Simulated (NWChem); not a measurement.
# diphosphorus (P2); SMILES P#P

Results from NWChem. Structure relaxed at the B3LYP/6-31G* (spherical d) level. Vertical excitations in the gas phase; the lowest state need not have the same character in each row.

For level PBE/aug-cc-pVDZ, full TDDFT:

| Item | Value |
|---|---|
| lowest excitation, singlet (eV) | 3.71 |
| orbital gap (eV) | 3.71 |

Question: Estimate the same quantities for level PBE0/aug-cc-pVDZ, full TDDFT.

Answer: 
| Property | Value |
|---|---|
| lowest excitation, singlet (eV) | 3.54 |
| orbital gap (eV) | 5.46 |
